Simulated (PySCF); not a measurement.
**Excitation energies in several basis sets**

Compound: C2H6O.
Structure used (PBE0-D3(BJ)/def2-SVP), in Å, numbered top down from 1:
```
atom  x, y, z in Å
C1    -0.2123   -0.3637    1.1301
O2     0.7971   -0.0454    0.2282
C3     0.3142    0.3581   -1.0123
H4    -0.8476   -1.1993    0.7705
H5    -0.8786    0.4994    1.3349
H6     0.2586   -0.6694    2.0752
H7    -0.2884   -0.4328   -1.5045
H8     1.1760    0.5873   -1.6551
H9    -0.3195    1.2658   -0.9399
```

TDDFT with PBE0 (PySCF), vertical singlets, core orbitals frozen in the response, spherical d and f functions. Isolated species at its PBE0-D3(BJ)/def2-SVP geometry, gas phase.

Task: How do the low singlets change with the basis? Take 6-31G*, 6-31+G*, def2-SVP, def2-SVPD, aug-cc-pVDZ, def2-TZVP, def2-TZVPD and aug-cc-pVTZ.

Result: 

```csv
basis,functions,diffuse,S1 (eV),S2 (eV),S3 (eV),S4 (eV),S5 (eV),LUMO (eV),α (au)
6-31G*,54,no,8.43,9.69,9.95,10.12,10.18,2.87,26.5
6-31+G*,66,yes,6.78,7.37,7.44,7.82,8.01,0.59,29.6
def2-SVP,72,no,7.79,9.09,9.29,9.35,9.46,1.96,27.4
def2-SVPD,111,yes,6.99,7.89,8.10,8.65,8.66,0.79,33.3
aug-cc-pVDZ,123,yes,6.33,6.99,7.18,7.28,7.53,-0.01,34.2
def2-TZVP,129,no,7.39,8.39,8.57,9.07,9.11,1.38,31.6
def2-TZVPD,168,yes,6.63,7.43,7.64,8.01,8.13,0.38,34.2
aug-cc-pVTZ,276,yes,6.36,7.00,7.15,7.24,7.52,-0.04,34.4
```

States are compared by their number. Against the largest diffuse basis here (aug-cc-pVTZ, itself not a converged limit), sets without diffuse functions differ by up to 2.07 eV in S1 and 2.66 eV in S5; the smaller diffuse sets differ by up to 0.63 and 1.15 eV. State by state, the largest deviation of a set without diffuse functions is S1 2.07, S2 2.69, S3 2.79, S4 2.88, S5 2.66 eV. The same number needn't mean the same state in each row. Against aug-cc-pVTZ the polarisability deviates by -23% in 6-31G*, -14% in 6-31+G*, -20% in def2-SVP, -3% in def2-SVPD, -1% in aug-cc-pVDZ, -8% in def2-TZVP, -1% in def2-TZVPD. A single + in a Pople set puts diffuse functions on heavy atoms only.
